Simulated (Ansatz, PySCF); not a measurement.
Breaking a bond: HCl, singlet. Each curve is given relative to its own lowest point near equilibrium.

```json
[
 {"R / Å": "0.94", "A": "3.975", "B": "3.975", "C": "4.078"},
 {"R / Å": "1.01", "A": "2.164", "B": "2.164", "C": "2.224"},
 {"R / Å": "1.09", "A": "0.924", "B": "0.924", "C": "0.946"},
 {"R / Å": "1.15", "A": "0.397", "B": "0.397", "C": "0.402"},
 {"R / Å": "1.21", "A": "0.113", "B": "0.113", "C": "0.111"},
 {"R / Å": "1.25", "A": "0.025", "B": "0.025", "C": "0.022"},
 {"R / Å": "1.28", "A": "0.000", "B": "0.000", "C": "0.000"},
 {"R / Å": "1.32", "A": "0.012", "B": "0.012", "C": "0.019"},
 {"R / Å": "1.35", "A": "0.049", "B": "0.049", "C": "0.063"},
 {"R / Å": "1.39", "A": "0.129", "B": "0.129", "C": "0.155"},
 {"R / Å": "1.50", "A": "0.470", "B": "0.470", "C": "0.543"},
 {"R / Å": "1.56", "A": "0.703", "B": "0.703", "C": "0.808"},
 {"R / Å": "1.72", "A": "1.387", "B": "1.387", "C": "1.588"},
 {"R / Å": "1.92", "A": "2.244", "B": "2.244", "C": "2.998"},
 {"R / Å": "2.14", "A": "3.093", "B": "3.062", "C": "3.682"},
 {"R / Å": "2.32", "A": "3.693", "B": "3.505", "C": "3.941"},
 {"R / Å": "2.60", "A": "4.456", "B": "3.901", "C": "4.119"},
 {"R / Å": "2.81", "A": "4.905", "B": "4.066", "C": "4.176"},
 {"R / Å": "3.10", "A": "5.380", "B": "4.197", "C": "4.210"},
 {"R / Å": "3.47", "A": "5.797", "B": "4.278", "C": "4.225"},
 {"R / Å": "3.86", "A": "6.078", "B": "4.313", "C": "4.231"},
 {"R / Å": "4.48", "A": "6.323", "B": "4.329", "C": "4.233"},
 {"R / Å": "5.04", "A": "6.431", "B": "4.331", "C": "4.234"}
]
```

Energies in eV.

Q: Match the curves with the methods restricted B3LYP/6-31G*, spherical d in PySCF; PySCF 2.14.0 with unrestricted B3LYP/6-31G*, spherical d; MP2 on UHF/cc-pVDZ, frozen core (Ansatz, a quantum-chemistry and plane-wave program).

A: A is RKS-B3LYP/6-31G*; B is UKS-B3LYP/6-31G*; C is UMP2.

The unrestricted determinant behind UKS-B3LYP/6-31G* is spin-contaminated at 2.14 to 5.04 Å (<S²> up to 1.0, against 0.00 for a pure singlet). The restricted form behind RKS-B3LYP/6-31G* keeps the bonding electrons paired and can't separate into open-shell fragments. The unrestricted determinant behind UMP2 is spin-contaminated at 1.92 to 5.04 Å (<S²> up to 1.0, against 0.00 for a pure singlet).
